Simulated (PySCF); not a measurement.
Stretching S2

Set-up: S 6-311G(d,p); no relativity (PySCF 2.14). Energies in eV from S + S in their ground configurations at the same level. State: ³Σg⁻ (triplet), unpaired electrons π ↑↑.

```csv
R (Å),UHF-CCSD,UHF-SCS-MP2
1.642,,-1.566
1.718,-2.435,-2.540
1.794,-2.971,-3.068
1.852,-3.163,-3.255
1.909,-3.224,-3.313
1.966,-3.187,-3.274
2.043,-3.026,-3.116
2.138,-2.709,-2.812
2.253,-2.231,-2.369
2.405,,-1.748
```

**Question.** Put a parabola through the three lowest points of the UHF-CCSD curve and estimate Re, k and ωe (reduced mass 15.99 u; 1 eV/Å² = 0.16022 mdyn/Å; ωe = 1302.8·√(k/μ) cm⁻¹).

**Answer.** Through R = 1.852, 1.909, 1.966 Å the second-order coefficient is 15.1 eV/Å², so Re ≈ 1.916 Å, k ≈ 4.83 mdyn/Å and ωe ≈ 716 cm⁻¹. A polynomial fit of higher order to the unrounded UHF-CCSD energies gives Re = 1.913 Å, k = 4.69 mdyn/Å, ωe = 705 cm⁻¹; anharmonicity and rounding make the difference.

The higher-order fit for each curve: UHF-CCSD: Re = 1.913 Å, ωe = 705 cm⁻¹, De = 3.22 eV; UHF-SCS-MP2: Re = 1.912 Å, ωe = 700 cm⁻¹, De = 3.31 eV.

Correlated steps freeze 10 core orbitals. The state was picked by a PBE0 search and need not be the measured ground state.
